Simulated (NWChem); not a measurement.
# Correlation energy of propane (C3H8)

```
C
H 1 1.1039
H 1 1.1039 2 105.57
C 1 1.5214 2 109.41 3 -117.65
H 4 1.1009 1 111.76 2 57.61
H 4 1.1023 5 107.52 1 -122.40
H 4 1.1023 5 107.52 6 -115.19
C 1 1.5214 2 109.41 3 117.65
H 8 1.1009 1 111.76 2 -57.61
H 8 1.1023 9 107.52 1 -122.40
H 8 1.1023 9 107.52 10 -115.19
```
Charge 0, spin multiplicity 1.

Everything below was run with NWChem. Structure: optimised with PBE0/def2-SVP, a minimum by its harmonic frequencies.

Basis set: STO-3G. Each correlation energy counts from its own Hartree-Fock reference.

The correlated methods keep 3 core orbitals frozen. Coupled-cluster values serve here as a point of comparison, not as the truth.

Problem. For the correlation energy, MP2 gives -159.2 mHa and SCS-MP2 gives -178.5 mHa. What do CCSD, CCSD+T(CCSD), CCSD(T) give?

Solution. CCSD: -215.1 mHa; CCSD+T(CCSD): -216.0 mHa; CCSD(T): -216.0 mHa.
